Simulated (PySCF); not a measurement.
**MgP: energy against distance**

Set-up: basis Mg cc-pVDZ, P cc-pV(D+d)Z; no relativity; PySCF 2.14. Energies in eV from Mg + P in their ground configurations at the same level. State: ⁴Σ⁻ (quartet), unpaired electrons σ ↑, π ↑↑.

| R (Å) | UHF-CCSD |
| --- | --- |
| 2.304 | 0.0608 |
| 2.406 | -0.0971 |
| 2.483 | -0.1567 |
| 2.560 | -0.1810 |
| 2.637 | -0.1809 |
| 2.739 | -0.1578 |
| 2.867 | -0.1135 |
| 3.021 | -0.0612 |

Put a parabola through the three lowest points of the UHF-CCSD curve and estimate Re, k and ωe (reduced mass 13.52 u; 1 eV/Å² = 0.16022 mdyn/Å; ωe = 1302.8·√(k/μ) cm⁻¹).

Through R = 2.483, 2.56, 2.637 Å the second-order coefficient is 2.06 eV/Å², so Re ≈ 2.598 Å, k ≈ 0.659 mdyn/Å and ωe ≈ 288 cm⁻¹. A polynomial fit of higher order to the unrounded UHF-CCSD energies gives Re = 2.596 Å, k = 0.534 mdyn/Å, ωe = 259 cm⁻¹; anharmonicity and rounding make the difference.

The higher-order fit for each curve: UHF-CCSD: Re = 2.596 Å, ωe = 259 cm⁻¹, De = 0.183 eV.

Correlated steps freeze 6 core orbitals. The bond is weak. Basis-set superposition, not corrected here, can be much of De in a small basis, most of all at correlated wavefunction levels. The state is the lowest determinant that a PBE0 search found; another state may lie lower at other levels.
